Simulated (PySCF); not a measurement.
C5H7 (doublet state).
Structure used (GFN2-xTB), in Å, numbered top down from 1:
```
atom  x, y, z in Å
C1     2.9336    0.0000    0.3974
C2     1.7940    0.3215    0.1125
C3     0.5187    0.6589   -0.2120
C4    -0.5464   -0.3495   -0.4597
C5    -1.7354   -0.1534    0.4873
H6     3.9164   -0.2634    0.6492
H7     0.2544    1.7040   -0.2751
H8    -0.1385   -1.3552   -0.3417
H9    -0.9090   -0.2485   -1.4904
H10   -1.4192   -0.2774    1.5206
H11   -2.5138   -0.8820    0.2726
H12   -2.1538    0.8443    0.3722
```

The hyperfine couplings belong to this conformer and change with its torsions.

Identity: `C([CH]CC)#C` [radical].

Method used: UKS B3LYP, pcH-1 on C H, non-relativistic, mean-field spin-orbit, GIAO (PySCF 2.14.0). One conformer (not necessarily the lowest) at the GFN2-xTB geometry, without solvent, vibrations or thermal averaging. A GFN2-xTB geometry isn't a minimum of the functional, and hyperfine couplings can be far from their values at a DFT geometry. The SCF solution wasn't tested for stability.

(1) What is the g tensor, term by term?

(2) How much does each term add to the isotropic shift?

(3) What effective moment and Curie constant follow for a powder?

(4) At 9.514 GHz, how far is the centre of the isotropic spectrum from where a free electron (g = 2.002319) resonates?

(5) In a frozen sample, at which fields do the three g values resonate at 9.5, 34, 94 and 263 GHz (hyperfine left aside), and which band first spreads them over more than twice a line width of 0.3 mT?

Answers

(1) 
```json
{"Δg (ppm)": "relativistic mass correction", "1": "-143", "2": "-143", "3": "-143"}
{"Δg (ppm)": "gauge correction", "1": "-1", "2": "31", "3": "30"}
{"Δg (ppm)": "orbital Zeeman/spin–orbit", "1": "3", "2": "571", "3": "867"}
{"Δg (ppm)": "total", "1": "-141", "2": "459", "3": "755"}
```

So g = 2.00218, 2.00278, 2.00307 and g_iso = 2.00268; the tensor is rhombic: the two nearest values differ by 33 % of g3 − g1. Axes: g3 points within 10° of the C1–C2 bond.

(2) The orbital-Zeeman/spin–orbit term 481, the mass correction -143 and the gauge correction 20 ppm, for a total of 357 ppm. The orbital-Zeeman/spin–orbit term is the largest in size. The mass correction is the same along every axis, so the anisotropy comes from the other two: their spans along these axes are 32 (gauge) and 864 ppm (orbital Zeeman/spin–orbit).

(3) With the mean of g² = 4.0107 and S(S+1) = 0.75: μ_eff = √(⟨g²⟩S(S+1)) = 1.734 μB and χT = 0.12505·⟨g²⟩·S(S+1) = 0.376 cm³ K/mol (cgs; spin-Hamiltonian part alone).

(4) B = hν/(g μB) with μB/h = 13.99624 MHz/mT gives 339.48 mT for the free electron and 339.42 mT at g_iso, 0.06 mT lower.

(5) 
```json
{"band": "X", "GHz": "9.5", "B(g3) mT": "338.86", "B(g2) mT": "338.91", "B(g1) mT": "339.01", "spread mT": "0.15"}
{"band": "Q", "GHz": "34.0", "B(g3) mT": "1212.75", "B(g2) mT": "1212.93", "B(g1) mT": "1213.29", "spread mT": "0.54"}
{"band": "W", "GHz": "94.0", "B(g3) mT": "3352.89", "B(g2) mT": "3353.39", "B(g1) mT": "3354.39", "spread mT": "1.50"}
{"band": "J", "GHz": "263.0", "B(g3) mT": "9380.96", "B(g2) mT": "9382.34", "B(g1) mT": "9385.16", "spread mT": "4.20"}
```

The spread grows in proportion to the frequency. W band is the first where it exceeds 0.6 mT.

The largest Mulliken spin populations are on C3 (+0.76), C1 (+0.55), C2 (-0.26) and C4 (-0.06). The angles at C3 add up to 360.0°, so it is planar; its axial dipolar tensor and the negative coupling of its proton fit spin in a p orbital normal to that plane.

The HOMO–LUMO gaps are 6.18 eV among the α and 5.14 eV among the β orbitals.
